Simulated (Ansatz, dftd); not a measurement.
Reaction: C2H7N (ethanamine, SMILES CCN) → C2H6N (SMILES [CH2]CN, doublet) + H (doublet) (the C-H bond breaks)
Each species at its own B3LYP-D3(BJ)/def2-TZVP minimum (Ansatz, a first-principles code), one conformer.

Wanted: bond dissociation energy (electronic), in kJ/mol. Radicals and triplets start from unrestricted determinants; spin-orbit coupling is neglected. Correlated methods leave the cores frozen. Rows without X2C or -DK are non-relativistic. CBS(X,Y): correlation extrapolated as X^-3, Hartree-Fock from the larger set. A bracket is a step between two methods taken in the basis named. The functionals are non-relativistic, so their misses hold any scalar relativity. 'core' is core correlation in cc-pwCVTZ, 'X2C' scalar relativity in cc-pVTZ-DK, both at CCSD(T). Where a partner has so few electrons that a lower coupled-cluster level is exact, that level stands in.

```tsv
level	program	bond dissociation energy (kJ/mol)	difference against the last row
r2SCAN-D4/def2-TZVPD	Ansatz + dftd4	432.6	-25.7
B3LYP-D4/def2-TZVPD	Ansatz + dftd4	446.7	-11.6
CAM-B3LYP-D3(BJ)/def2-TZVPD	Ansatz + dftd3	450.4	-7.9
MP2/cc-pVQZ	Ansatz	456.8	-1.5
CCSD/cc-pVTZ	Ansatz	450.2	-8.1
CCSD/CBS(cc-pVTZ,cc-pVQZ)	Ansatz	455.0	-3.3
CCSD(T)/cc-pVTZ	Ansatz	453.2	-5.1
CCSDT(Q)/cc-pVDZ	Ansatz	440.4	-17.9
CCSD(T)/CBS(cc-pVTZ,cc-pVQZ) + [CCSDT(Q) - CCSD(T)]/cc-pVDZ + core + X2C	Ansatz	458.3	0.0
```
